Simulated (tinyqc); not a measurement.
RKS/PBE0 in the sto-6g basis, for HF, spin multiplicity 1, step by step (part 1 of 2). Computed by tinyqc, a small Python program that keeps every step (integrals from PySCF). Settings: charge = 0, multiplicity = 1, basis = sto-6g, energy threshold = 1e-08, iteration cap = 78, orthogonalisation = canonical, start = random, DIIS depth = 6, method = RKS, functional = pbe0, grid = [20, 26]. Command: `OMP_NUM_THREADS=1 python tinyqc.py 26421 26422 out.jsonl` (the two numbers bound the seeds that draw the settings). One thread of a shared host (Intel(R) Xeon(R) Processor @ 2.60GHz), about 0.8 s of CPU time with the checks. Later iterations appear only in the table of the cycle.

## One-electron integrals

Geometry (angstrom):

| atom | x | y | z |
|---|---|---|---|
| F | 0.000000 | 0.000000 | 0.000000 |
| H | 0.000000 | 0.000000 | 1.619000 |

Basis sto-6g: exponents (1/bohr^2) and contraction coefficients of normalised primitives:

| element | l (shell) | exponent | coefficient |
|---|---|---|---|
| F | s (1) | 1728.626574 | 0.009164 |
| F | s (1) | 316.941790 | 0.049361 |
| F | s (1) | 88.668891 | 0.168538 |
| F | s (1) | 30.460157 | 0.370563 |
| F | s (1) | 11.828570 | 0.416492 |
| F | s (1) | 4.871659 | 0.130334 |
| F | s (2) | 67.032281 | -0.013253 |
| F | s (2) | 13.267438 | -0.046992 |
| F | s (2) | 4.123510 | -0.033785 |
| F | s (2) | 1.586463 | 0.250242 |
| F | s (2) | 0.689002 | 0.595117 |
| F | s (2) | 0.315820 | 0.240706 |
| F | p (3) | 67.032281 | 0.003760 |
| F | p (3) | 13.267438 | 0.037679 |
| F | p (3) | 4.123510 | 0.173897 |
| F | p (3) | 1.586463 | 0.418036 |
| F | p (3) | 0.689002 | 0.425860 |
| F | p (3) | 0.315820 | 0.101708 |
| H | s (1) | 35.523221 | 0.009164 |
| H | s (1) | 6.513144 | 0.049361 |
| H | s (1) | 1.822143 | 0.168538 |
| H | s (1) | 0.625955 | 0.370563 |
| H | s (1) | 0.243077 | 0.416492 |
| H | s (1) | 0.100112 | 0.130334 |

Overlap, kinetic and nuclear-attraction integrals over the contracted functions; the nuclear repulsion is the sum of Za Zb / Rab.

nuclear repulsion = 2.94168925 hartree

overlap S:
```
           1F 1s     1F 2s    1F 2px    1F 2py    1F 2pz     2H 1s
1F 1s   1.000000  0.232479  0.000000  0.000000  0.000000  0.009951
1F 2s   0.232479  1.000000  0.000000  0.000000  0.000000  0.133066
1F 2px  0.000000  0.000000  1.000000  0.000000  0.000000  0.000000
1F 2py  0.000000  0.000000  0.000000  1.000000  0.000000  0.000000
1F 2pz  0.000000  0.000000  0.000000  0.000000  1.000000  0.124147
2H 1s   0.009951  0.133066  0.000000  0.000000  0.124147  1.000000
```

kinetic energy T (hartree):
```
            1F 1s      1F 2s    1F 2px    1F 2py    1F 2pz      2H 1s
1F 1s   37.397730  -1.143349  0.000000  0.000000  0.000000  -0.003437
1F 2s   -1.143349   1.082297  0.000000  0.000000  0.000000  -0.017589
1F 2px   0.000000   0.000000  3.251325  0.000000  0.000000   0.000000
1F 2py   0.000000   0.000000  0.000000  3.251325  0.000000   0.000000
1F 2pz   0.000000   0.000000  0.000000  0.000000  3.251325   0.006641
2H 1s   -0.003437  -0.017589  0.000000  0.000000  0.006641   0.768522
```

nuclear attraction V (hartree):
```
             1F 1s       1F 2s      1F 2px      1F 2py      1F 2pz      2H 1s
1F 1s   -78.149306   -7.941697    0.000000    0.000000   -0.005109  -0.387850
1F 2s    -7.941697  -11.802277    0.000000    0.000000   -0.060449  -1.023617
1F 2px    0.000000    0.000000  -11.793726    0.000000    0.000000   0.000000
1F 2py    0.000000    0.000000    0.000000  -11.793726    0.000000   0.000000
1F 2pz   -0.005109   -0.060449    0.000000    0.000000  -11.817852  -0.806316
2H 1s    -0.387850   -1.023617    0.000000    0.000000   -0.806316  -4.174110
```

core Hamiltonian H = T + V (hartree):
```
             1F 1s       1F 2s     1F 2px     1F 2py     1F 2pz      2H 1s
1F 1s   -40.751577   -9.085046   0.000000   0.000000  -0.005109  -0.391288
1F 2s    -9.085046  -10.719980   0.000000   0.000000  -0.060449  -1.041205
1F 2px    0.000000    0.000000  -8.542401   0.000000   0.000000   0.000000
1F 2py    0.000000    0.000000   0.000000  -8.542401   0.000000   0.000000
1F 2pz   -0.005109   -0.060449   0.000000   0.000000  -8.566526  -0.799675
2H 1s    -0.391288   -1.041205   0.000000   0.000000  -0.799675  -3.405588
```

## Two-electron integrals

Functions are numbered as in S; the eight-fold symmetry (ij|kl) = (ji|kl) = (kl|ij) leaves the list below.

Two-electron integrals (ij|kl) in chemists' order, unique and non-zero (hartree):
```
(11|11) 5.406240   (21|11) 0.768129   (21|21) 0.138909   (22|11) 1.266271
(22|21) 0.283987   (22|22) 0.926367   (31|31) 0.029452   (32|31) 0.044681
(32|32) 0.204753   (33|11) 1.266273   (33|21) 0.283987   (33|22) 0.926366
(33|33) 0.998085   (41|41) 0.029452   (42|41) 0.044681   (42|42) 0.204753
(43|43) 0.053789   (44|11) 1.266273   (44|21) 0.283987   (44|22) 0.926366
(44|33) 0.890506   (44|44) 0.998085   (51|51) 0.029452   (52|51) 0.044681
(52|52) 0.204753   (53|53) 0.053789   (54|54) 0.053789   (55|11) 1.266273
(55|21) 0.283987   (55|22) 0.926366   (55|33) 0.890506   (55|44) 0.890506
(55|55) 0.998085   (61|11) 0.034873   (61|21) 0.006055   (61|22) 0.012140
(61|33) 0.012121   (61|44) 0.012121   (61|51) 0.000263   (61|52) 0.000519
(61|55) 0.012177   (61|61) 0.000268   (62|11) 0.105696   (62|21) 0.024144
(62|22) 0.090127   (62|33) 0.088843   (62|44) 0.088843   (62|51) 0.001745
(62|52) 0.014100   (62|55) 0.092695   (62|61) 0.001056   (62|62) 0.011869
(63|31) 0.002439   (63|32) 0.014759   (63|53) 0.002845   (63|63) 0.001582
(64|41) 0.002439   (64|42) 0.014759   (64|54) 0.002845   (64|64) 0.001582
(65|11) 0.080381   (65|21) 0.018589   (65|22) 0.073984   (65|33) 0.071183
(65|44) 0.071183   (65|51) 0.003518   (65|52) 0.024880   (65|55) 0.079586
(65|61) 0.000841   (65|62) 0.011939   (65|65) 0.013403   (66|11) 0.326034
(66|21) 0.075777   (66|22) 0.324825   (66|33) 0.317683   (66|44) 0.317683
(66|51) 0.005001   (66|52) 0.057978   (66|55) 0.339109   (66|61) 0.003313
(66|62) 0.061369   (66|65) 0.070855   (66|66) 0.774999
```

## Orthogonalisation

S = U s U^T; canonical form X = U s^(-1/2), so that X^T S X = 1. Each column of U has its largest component positive (the first on a tie).

eigenvalues of S: 0.728535  0.890662  1.000000  1.000000  1.099914  1.280889

X:
```
                1          2          3         4          5         6
1F 1s   -0.674234   0.443007   0.000000  0.000000  -0.386570  0.507306
1F 2s    0.807383  -0.181610   0.000000  0.000000  -0.188973  0.596946
1F 2px   0.000000   0.000000  -0.260665  0.965429   0.000000  0.000000
1F 2py   0.000000   0.000000   0.965429  0.260665   0.000000  0.000000
1F 2pz   0.214563   0.709372   0.000000  0.000000   0.662880  0.165204
2H 1s   -0.469170  -0.624751   0.000000  0.000000   0.533484  0.373780
```

Within a degenerate level the vectors are fixed only up to a rotation; this is one choice.

## Starting guess

The start is random orthonormal orbitals; D = 2 C_occ C_occ^T.

D at the start:
```
            1F 1s      1F 2s     1F 2px     1F 2py     1F 2pz      2H 1s
1F 1s    1.930921  -0.098867  -0.328287   0.113175  -0.122618   0.286367
1F 2s   -0.098867   1.290297   0.710473  -0.244930   0.288545  -0.806450
1F 2px  -0.328287   0.710473   1.415442   0.201522  -0.208188   0.428169
1F 2py   0.113175  -0.244930   0.201522   1.930527   0.071771  -0.147608
1F 2pz  -0.122618   0.288545  -0.208188   0.071771   1.957751  -0.104433
2H 1s    0.286367  -0.806450   0.428169  -0.147608  -0.104433   1.755884
```

## Iteration 1: exchange-correlation on the grid

Becke grid with 20 radial and 26 angular points per atom, points of zero weight dropped. rho = sum D_ij phi_i phi_j; V_xc,ij = sum w v_xc phi_i phi_j plus the gradient terms; v_xc is d(rho eps)/d rho at fixed gradient. Exact exchange is left to K.

The 16 grid points with the largest w rho, of 1030 (bohr, atomic units):

| x | y | z | w | rho | \|grad rho\|^2 | eps_xc | v_xc |
|---|---|---|---|---|---|---|---|
| 1.045076 | 0.000000 | 0.000000 | 0.199738 | 0.483326 | 2.342121 | -0.505925 | -0.625177 |
| 0.000000 | -1.045076 | 0.000000 | 0.199738 | 0.476048 | 2.294212 | -0.503818 | -0.621634 |
| 0.769704 | 0.000000 | 0.000000 | 0.087383 | 1.061527 | 6.838790 | -0.636538 | -0.824599 |
| 0.000000 | 0.000000 | 0.769704 | 0.086959 | 1.060139 | 7.428465 | -0.636637 | -0.822738 |
| 0.000000 | -0.769704 | 0.000000 | 0.087383 | 1.052259 | 7.003774 | -0.634990 | -0.821566 |
| 0.000000 | 0.000000 | 1.045076 | 0.191629 | 0.469717 | 2.368725 | -0.502771 | -0.616655 |
| 0.738980 | -0.738980 | 0.000000 | 0.159791 | 0.485938 | 2.368730 | -0.506735 | -0.626297 |
| 0.738980 | 0.000000 | 0.738980 | 0.158411 | 0.488896 | 2.415071 | -0.507747 | -0.627322 |
| 0.738980 | 0.738980 | 0.000000 | 0.159791 | 0.484115 | 2.365440 | -0.506266 | -0.625283 |
| 0.738980 | 0.000000 | -0.738980 | 0.159801 | 0.483792 | 2.353361 | -0.506110 | -0.625278 |
| 0.000000 | -0.738980 | 0.738980 | 0.158411 | 0.485121 | 2.426156 | -0.506895 | -0.624954 |
| 0.000000 | -0.544263 | 0.544263 | 0.069832 | 1.079124 | 7.398696 | -0.639942 | -0.828176 |
| 0.544263 | 0.000000 | 0.544263 | 0.069832 | 1.077855 | 7.134690 | -0.639575 | -0.828451 |
| 0.544263 | 0.544263 | 0.000000 | 0.069906 | 1.068880 | 7.150629 | -0.638009 | -0.825903 |
| 0.544263 | -0.544263 | 0.000000 | 0.069906 | 1.067823 | 6.940211 | -0.637707 | -0.826118 |
| 0.544263 | 0.000000 | -0.544263 | 0.069907 | 1.066843 | 7.104035 | -0.637624 | -0.825444 |

electrons on the grid, sum of w rho = 9.990320

E_xc = sum of w rho eps_xc = -7.80440782 hartree

V_xc (hartree):
```
            1F 1s      1F 2s     1F 2px     1F 2py     1F 2pz      2H 1s
1F 1s   -2.585990  -0.320603  -0.002247   0.000775  -0.001003  -0.015121
1F 2s   -0.320603  -0.672072  -0.048562   0.016742  -0.017776  -0.059870
1F 2px  -0.002247  -0.048562  -0.652004  -0.010941   0.010456  -0.003010
1F 2py   0.000775   0.016742  -0.010941  -0.679961  -0.003599   0.001036
1F 2pz  -0.001003  -0.017776   0.010456  -0.003599  -0.684244  -0.050027
2H 1s   -0.015121  -0.059870  -0.003010   0.001036  -0.050027  -0.381150
```

## Iteration 1: building the Kohn-Sham matrix

J_ij = sum D_kl (ij|kl), K_ij = sum D_kl (ik|jl); F = H + J - 0.125 K + V_xc; E = tr D H + tr D J / 2 - 0.0625 tr D K + E_xc + E_nn.

Coulomb J (hartree):
```
            1F 1s      1F 2s     1F 2px     1F 2py     1F 2pz      2H 1s
1F 1s   19.042144   3.422043   0.046241  -0.015941   0.023944   0.150528
1F 2s    3.422043   8.913879   0.274245  -0.094544   0.181366   0.888783
1F 2px   0.046241   0.274245   8.866065   0.021679  -0.019960   0.019540
1F 2py  -0.015941  -0.094544   0.021679   8.921477   0.006881  -0.006736
1F 2pz   0.023944   0.181366  -0.019960   0.006881   8.954092   0.757317
2H 1s    0.150528   0.888783   0.019540  -0.006736   0.757317   4.041686
```

exchange K (hartree):
```
            1F 1s      1F 2s     1F 2px     1F 2py     1F 2pz      2H 1s
1F 1s   10.633203   1.952033  -0.185626   0.063993  -0.056522   0.135158
1F 2s    1.952033   2.379665   0.740091  -0.255141   0.229551   0.096491
1F 2px  -0.185626   0.740091   1.913881   0.190296  -0.164894   0.190114
1F 2py   0.063993  -0.255141   0.190296   2.400273   0.056846  -0.065540
1F 2pz  -0.056522   0.229551  -0.164894   0.056846   2.415003   0.248694
2H 1s    0.135158   0.096491   0.190114  -0.065540   0.248694   1.302763
```

Kohn-Sham matrix F (hartree):
```
             1F 1s      1F 2s     1F 2px     1F 2py     1F 2pz      2H 1s
1F 1s   -25.624573  -6.227610   0.067197  -0.023165   0.024897  -0.272775
1F 2s    -6.227610  -2.775631   0.133172  -0.045909   0.074447  -0.224353
1F 2px    0.067197   0.133172  -0.567575  -0.013049   0.011107  -0.007235
1F 2py   -0.023165  -0.045909  -0.013049  -0.600919  -0.003823   0.002493
1F 2pz    0.024897   0.074447   0.011107  -0.003823  -0.598553  -0.123472
2H 1s    -0.272775  -0.224353  -0.007235   0.002493  -0.123472   0.092102
```

total energy of this density = -97.27117655 hartree

## Iteration 1: diagonalisation and new density

Diagonalise F' = X^T F X, C = X C', fill 5 alpha and 5 beta electrons from the bottom; D = 2 C_occ C_occ^T. Each column has its largest component positive (the first on a tie).

F' = X^T F X (hartree):
```
           1          2          3          4          5           6
1  -6.644319   5.130361  -0.040350   0.059532  -5.233213    7.493189
2   5.130361  -4.177685  -0.010667   0.015746   3.915877   -6.462489
3  -0.040350  -0.010667  -0.592085  -0.019667   0.028276   -0.066895
4   0.059532   0.015746  -0.019667  -0.576408  -0.041711    0.098692
5  -5.233213   3.915877   0.028276  -0.041711  -5.036027    7.227695
6   7.493189  -6.462489  -0.066895   0.098692   7.227695  -11.559107
```

orbital energies (hartree): MO1 -25.628003, MO2 -1.360645, MO3 -0.605418, MO4 -0.604172, MO5 -0.536571, MO6 0.149177

coefficients C:
```
              MO1        MO2        MO3        MO4        MO5        MO6
1F 1s    0.997174  -0.247207   0.000033  -0.006974  -0.039773   0.023358
1F 2s    0.011880   1.012989  -0.000121   0.025812   0.172768  -0.141778
1F 2px  -0.002736  -0.147200   0.327426  -0.311516   0.879002  -0.037813
1F 2py   0.000943   0.050745   0.944866   0.112458  -0.303044   0.013032
1F 2pz  -0.000944  -0.087765  -0.004464   0.932921   0.308711  -0.206351
2H 1s   -0.000672  -0.011996  -0.000302   0.063963   0.064352   1.013102
```

D after iteration 1:
```
            1F 1s      1F 2s     1F 2px     1F 2py     1F 2pz      2H 1s
1F 1s    2.114196  -0.491245   0.001766  -0.000609   0.003941  -0.001420
1F 2s   -0.491245   2.113606  -0.010722   0.003695  -0.022999   0.001218
1F 2px   0.001766  -0.010722   1.997140   0.000986  -0.015606   0.076617
1F 2py  -0.000609   0.003695   0.000986   1.999660   0.005378  -0.026406
1F 2pz   0.003941  -0.022999  -0.015606   0.005378   1.946735   0.161186
2H 1s   -0.001420   0.001218   0.076617  -0.026406   0.161186   0.016754
```

## Iteration 2: exchange-correlation on the grid

As before.

The 16 grid points with the largest w rho, of 1030 (bohr, atomic units):

| x | y | z | w | rho | \|grad rho\|^2 | eps_xc | v_xc |
|---|---|---|---|---|---|---|---|
| -1.045076 | 0.000000 | 0.000000 | 0.199738 | 0.491322 | 2.425685 | -0.508405 | -0.628570 |
| 0.000000 | 1.045076 | 0.000000 | 0.199738 | 0.490914 | 2.419413 | -0.508267 | -0.628426 |
| 0.000000 | -1.045076 | 0.000000 | 0.199738 | 0.490003 | 2.408112 | -0.507975 | -0.628067 |
| 1.045076 | 0.000000 | 0.000000 | 0.199738 | 0.488680 | 2.392923 | -0.507558 | -0.627528 |
| 0.000000 | 0.000000 | -1.045076 | 0.199752 | 0.485010 | 2.361183 | -0.506459 | -0.625871 |
| -0.769704 | 0.000000 | 0.000000 | 0.087383 | 1.082039 | 7.213703 | -0.640350 | -0.829428 |
| 0.000000 | 0.769704 | 0.000000 | 0.087383 | 1.080817 | 7.193365 | -0.640125 | -0.829136 |
| 0.000000 | -0.769704 | 0.000000 | 0.087383 | 1.078467 | 7.157818 | -0.639695 | -0.828567 |
| 0.769704 | 0.000000 | 0.000000 | 0.087383 | 1.075220 | 7.110616 | -0.639101 | -0.827775 |
| 0.000000 | 0.000000 | -0.769704 | 0.087384 | 1.067559 | 7.008847 | -0.637698 | -0.825877 |
| 0.000000 | 0.000000 | 1.045076 | 0.191629 | 0.484938 | 2.282359 | -0.505953 | -0.627030 |
| 0.000000 | 0.000000 | 0.769704 | 0.086959 | 1.057173 | 6.756530 | -0.635721 | -0.823576 |
| -0.738980 | 0.738980 | 0.000000 | 0.159791 | 0.491307 | 2.425366 | -0.508399 | -0.628565 |
| -0.738980 | -0.738980 | 0.000000 | 0.159791 | 0.491021 | 2.420874 | -0.508302 | -0.628467 |
| 0.738980 | 0.738980 | 0.000000 | 0.159791 | 0.489797 | 2.405681 | -0.507910 | -0.627984 |
| 0.738980 | 0.000000 | -0.738980 | 0.159801 | 0.489745 | 2.407361 | -0.507907 | -0.627929 |

electrons on the grid, sum of w rho = 9.990561

E_xc = sum of w rho eps_xc = -8.58533804 hartree

V_xc (hartree):
```
            1F 1s      1F 2s     1F 2px     1F 2py     1F 2pz      2H 1s
1F 1s   -2.634151  -0.327994   0.000048  -0.000016   0.000026  -0.015442
1F 2s   -0.327994  -0.720367   0.000288  -0.000099  -0.000263  -0.058173
1F 2px   0.000048   0.000288  -0.719521  -0.000034   0.000403  -0.000004
1F 2py  -0.000016  -0.000099  -0.000034  -0.719607  -0.000139   0.000002
1F 2pz   0.000026  -0.000263   0.000403  -0.000139  -0.721912  -0.043164
2H 1s   -0.015442  -0.058173  -0.000004   0.000002  -0.043164  -0.133320
```

## Iteration 2: building the Kohn-Sham matrix

As before.

Coulomb J (hartree):
```
            1F 1s      1F 2s     1F 2px    1F 2py     1F 2pz      2H 1s
1F 1s   20.909239   3.782926  -0.000480  0.000166  -0.000602   0.165896
1F 2s    3.782926   9.891473  -0.001971  0.000679  -0.000041   0.930046
1F 2px  -0.000480  -0.001971   9.892163  0.000106  -0.001243  -0.000154
1F 2py   0.000166   0.000679   0.000106  9.892434   0.000428   0.000053
1F 2pz  -0.000602  -0.000041  -0.001243  0.000428   9.889817   0.751908
2H 1s    0.165896   0.930046  -0.000154  0.000053   0.751908   3.264609
```

exchange K (hartree):
```
            1F 1s      1F 2s     1F 2px     1F 2py     1F 2pz      2H 1s
1F 1s   11.143827   1.799757  -0.000120   0.000041  -0.000001   0.086938
1F 2s    1.799757   3.194492  -0.003610   0.001244  -0.005490   0.303542
1F 2px  -0.000120  -0.003610   2.657697   0.000931  -0.009064   0.022221
1F 2py   0.000041   0.001244   0.000931   2.660077   0.003124  -0.007658
1F 2pz  -0.000001  -0.005490  -0.009064   0.003124   2.635059   0.250990
2H 1s    0.086938   0.303542   0.022221  -0.007658   0.250990   0.092453
```

Kohn-Sham matrix F (hartree):
```
             1F 1s      1F 2s     1F 2px     1F 2py     1F 2pz      2H 1s
1F 1s   -23.869467  -5.855084  -0.000418   0.000144  -0.005684  -0.251700
1F 2s    -5.855084  -1.948185  -0.001232   0.000425  -0.060067  -0.207275
1F 2px   -0.000418  -0.001232   0.298029  -0.000044   0.000294  -0.002936
1F 2py    0.000144   0.000425  -0.000044   0.297916  -0.000101   0.001012
1F 2pz   -0.005684  -0.060067   0.000294  -0.000101   0.271997  -0.122304
2H 1s    -0.251700  -0.207275  -0.002936   0.001012  -0.122304  -0.285855
```

total energy of this density = -99.19634897 hartree

## Iteration 2: DIIS over 2 matrices

error matrix X^T (FDS - SDF) X:
```
           1          2          3          4          5          6
1   0.000000  -0.023058  -0.008687   0.012819   0.210471   0.124343
2   0.023058   0.000000  -0.013240   0.019536   0.271718   0.156909
3   0.008687   0.013240   0.000000   0.000000  -0.018482  -0.012282
4  -0.012819  -0.019536   0.000000   0.000000   0.027271   0.018123
5  -0.210471  -0.271718   0.018482  -0.027271   0.000000   0.033027
6  -0.124343  -0.156909   0.012282  -0.018123  -0.033027   0.000000
```

B (overlaps of the stored error matrices):
```
               1              2
1  9.3252733e+01  3.4289251e-01
2  3.4289251e-01  3.2438907e-01
```

Minimise |sum c_i e_i|^2 with sum c_i = 1: solve [B -1; -1 0][c; lambda] = [0; -1] with B_ij = tr e_i^T e_j, and take F = sum c_i F_i.

DIIS coefficients: -0.000199  1.000199

extrapolated F (hartree):
```
             1F 1s      1F 2s     1F 2px     1F 2py     1F 2pz      2H 1s
1F 1s   -23.869118  -5.855010  -0.000431   0.000149  -0.005691  -0.251696
1F 2s    -5.855010  -1.948020  -0.001259   0.000434  -0.060094  -0.207272
1F 2px   -0.000431  -0.001259   0.298201  -0.000041   0.000291  -0.002935
1F 2py    0.000149   0.000434  -0.000041   0.298095  -0.000100   0.001012
1F 2pz   -0.005691  -0.060094   0.000291  -0.000100   0.272171  -0.122304
2H 1s    -0.251696  -0.207272  -0.002935   0.001012  -0.122304  -0.285930
```
